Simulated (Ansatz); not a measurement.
A nudged elastic band was laid between two geometries of C₃H₂ClN (7 atoms, charge 0, multiplicity 1).

Level of theory: RKS PBE0/def2-SVP (Ansatz).

```json
{
 "movable images": "7",
 "climbing image": "yes",
 "spring": "5.0 eV/Å²",
 "optimiser": "quadratic models (default)",
 "start path": "through a guess of the saddle point",
 "force threshold": "0.05 eV/Å",
 "iteration limit": "46",
 "end points": "relaxed"
}
```

Initial state:

```xyz
7
Properties=species:S:1:pos:R:3
C -1.801 -0.213 0.739
C -0.692 -0.088 0.270
C 0.612 0.059 -0.304
N 1.666 0.155 0.374
Cl 0.565 0.090 -2.072
H -2.783 -0.324 1.163
H 2.495 0.253 -0.217
```

Final state:

```xyz
7
Properties=species:S:1:pos:R:3
C -1.583 -0.191 0.765
C -0.567 -0.072 0.114
C 0.657 0.070 -0.620
N 1.823 0.182 -0.158
Cl 0.417 0.080 -2.348
H -2.487 -0.297 1.337
H 1.802 0.159 0.865
```

What changes between the two ends?

No bond is made or broken. The dihedral Cl5–C3–N4–H7 changes from 0 to 180° by way of a nearly straight angle C3–N4–H7 (up to 177°), not by a turn about the bond.

What energy profile does the band end with?

The run converged. The highest image is number 4 of 0 to 8, 20.7 kcal/mol above the first end and 19.2 kcal/mol above the last; the last end lies 1.5 kcal/mol above the first. A vibrational analysis at the climbing image gives one clearly imaginary mode, 924i cm⁻¹: a first-order saddle point.

```
image  path coordinate (Å)  energy (kcal/mol)  angle C3–N4–H7 (°)
    0                 0.00                0.0                 112
    1                 0.25                1.2                 119
    2                 0.50                6.5                 133
    3                 0.75               15.3                 155
    4                 1.01               20.7                 177
    5                 1.29               14.5                 147
    6                 1.57                5.8                 125
    7                 1.84                2.1                 114
    8                 2.12                1.5                 110
```

What is the geometry of the highest image?


```xyz
7
Properties=species:S:1:pos:R:3:forces:R:3
C -1.751 -0.195 0.737 0.02 -0.03 -0.01
C -0.687 -0.100 0.166 -0.03 0.03 0.01
C 0.597 0.035 -0.471 0.01 -0.03 0.02
N 1.680 0.206 0.047 0.01 0.05 0.01
Cl 0.376 -0.099 -2.277 -0.01 0.00 -0.02
H -2.697 -0.287 1.240 0.00 0.01 0.00
H 2.544 0.372 0.513 0.00 -0.03 0.00
```

What are the harmonic wavenumbers there?

924i, 170, 257, 408, 466, 555, 649, 662, 690, 745, 982, 1933, 2234, 3485, 3934 cm⁻¹.

The band took 12 iterations and about 4 core-minutes.

The run took 3.9 min on 1 thread of Arm Neoverse V2, on a shared host, peak memory 0.26 GiB.
